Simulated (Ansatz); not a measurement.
Fluorite CeO2, treated with PBEsol (PAW; Ansatz, a quantum-chemistry and plane-wave program).

Run with plane-wave cutoff 520 eV, 10×10×10 k mesh, Fermi–Dirac smearing 0.01 eV, no spin polarisation, scalar-relativistic PAW data made under PBE.

Cell (relaxed at this level):

```cif
data_Ce4O8
_chemical_formula_sum 'Ce4 O8'
_space_group_name_H-M_alt 'Fm-3m'
_space_group_IT_number 225
_space_group_name_Hall '-F 4 2 3'
_cell_length_a 5.39794
_cell_length_b 5.39794
_cell_length_c 5.39794
_cell_angle_alpha 90.000
_cell_angle_beta 90.000
_cell_angle_gamma 90.000
loop_
_atom_site_label
_atom_site_type_symbol
_atom_site_symmetry_multiplicity
_atom_site_Wyckoff_symbol
_atom_site_fract_x
_atom_site_fract_y
_atom_site_fract_z
_atom_site_occupancy
Ce1 Ce 4 a 0.00000 0.00000 0.00000 1
O1 O 8 c 0.25000 0.25000 0.25000 1
```
(The calculation used a cell of 3 atoms; values per cell refer to that cell.)

Task: Estimate the band gap, Γ–Γ gap and bulk modulus B0 that the calculation returns.

Result: 
- band gap = 2.02 eV (on the SCF k mesh)
- Γ–Γ gap = 2.97 eV
- bulk modulus B0 = 193 GPa

Measured, for comparison: band gap 3 eV (temperature not stated, not corrected to a static lattice, O 2p to Ce 4f, our sources range from 3.00 to 3.20; as tabulated in Tran et al. (2019), arXiv:1908.01820); bulk modulus 220 ± 9 GPa (room temperature, not corrected to a static lattice, our sources range from 220 to 230; as tabulated in High Pressure Brillouin Spectroscopy and X-ray Diffraction of Cerium Dioxide …). Computed (rounded) less measured: bulk modulus -12 % (-12 % to -16 % over the range).

Note: the bulk modulus is −V dP/dV from two relaxed cells at ±2 % in volume.

Spin–orbit coupling is not included.

The computed numbers hold no vibrational or temperature effects.

It cost around 19 core-seconds (rough) of CPU time.
